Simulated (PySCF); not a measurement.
# Bond curve of OH⁺

Set-up: PySCF, no relativity, basis sets H def2-SVPD, O def2-SVPD. Energies in eV from H⁺ + O in their ground configurations at the same level. State: ³Σ⁻ (triplet), unpaired electrons π ↑↑.

```csv
R (Å),r²SCAN,UHF-MP2
0.893,-4.656,-4.718
0.934,-4.926,-4.975
0.976,-5.081,-5.115
1.007,-5.140,-5.162
1.038,-5.158,-5.168
1.069,-5.145,-5.142
1.111,-5.088,-5.067
1.163,-4.971,-4.927
1.225,-4.785,-4.711
1.308,-4.492,-4.375
```

Problem. Put a parabola through the three lowest points of the r²SCAN curve and estimate Re, k and ωe (reduced mass 0.9481 u; 1 eV/Å² = 0.16022 mdyn/Å; ωe = 1302.8·√(k/μ) cm⁻¹).

Solution. Through R = 1.007, 1.038, 1.069 Å the second-order coefficient is 16.1 eV/Å², so Re ≈ 1.040 Å, k ≈ 5.17 mdyn/Å and ωe ≈ 3042 cm⁻¹. A polynomial fit of higher order to the unrounded r²SCAN energies gives Re = 1.040 Å, k = 5.20 mdyn/Å, ωe = 3052 cm⁻¹; anharmonicity and rounding make the difference.

The higher-order fit for each curve: r²SCAN: Re = 1.040 Å, ωe = 3052 cm⁻¹, De = 5.16 eV; UHF-MP2: Re = 1.028 Å, ωe = 3202 cm⁻¹, De = 5.17 eV.

Correlated steps freeze 1 core orbital. Correlated levels converge slowly with the basis: in double zeta they bind strong bonds too weakly, by up to about 1 eV, and carry superposition errors of some tenths. For an ion De counts to the pair picked by the measured ionisation energies or electron affinities, which need not be the lowest pair at this level. The state is the lowest determinant that a PBE0 search found; another state may lie lower at other levels.
